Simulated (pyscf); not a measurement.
C⁻≡N⁺–CH₃ -> acetonitrile (H₃C–C≡N), a group migration (singlet surface; C–N broken, C–C formed). Optimised with ωB97X-D3(BJ)/def2-SVP in PySCF. Correlated levels are frozen-core, on RHF or UHF. ΔMP2 is the change of the MP2 total energy from the triple- to the quadruple-zeta basis. Energies in kJ/mol from the reactant's lowest minimum found.

Small-basis levels: PySCF, no dispersion term, spherical d functions. 

Question: In single points HF/3-21G puts the saddle at 255.7 kJ/mol and the reaction energy at -85.0 kJ/mol. Should these be trusted to within a few kcal/mol? Compare with CCSD(T)/def2-TZVPP + ΔMP2(QZVPP).

Answer: CCSD(T)/def2-TZVPP + ΔMP2(QZVPP) gives ΔE‡ = 167.2 kJ/mol and ΔE = -101.2 kJ/mol. HF/3-21G lies 88.4 kJ/mol over it in the barrier and 16.2 kJ/mol over it in the reaction energy, so on this step it does not hold to within 12.6 kJ/mol. CCSD(T)/def2-TZVPP + ΔMP2(QZVPP) has limits of its own. One saddle was located; it need not be the lowest between these sides. The CCSD(T) − MP2 part came from Ansatz, without density fitting, on the same reference.
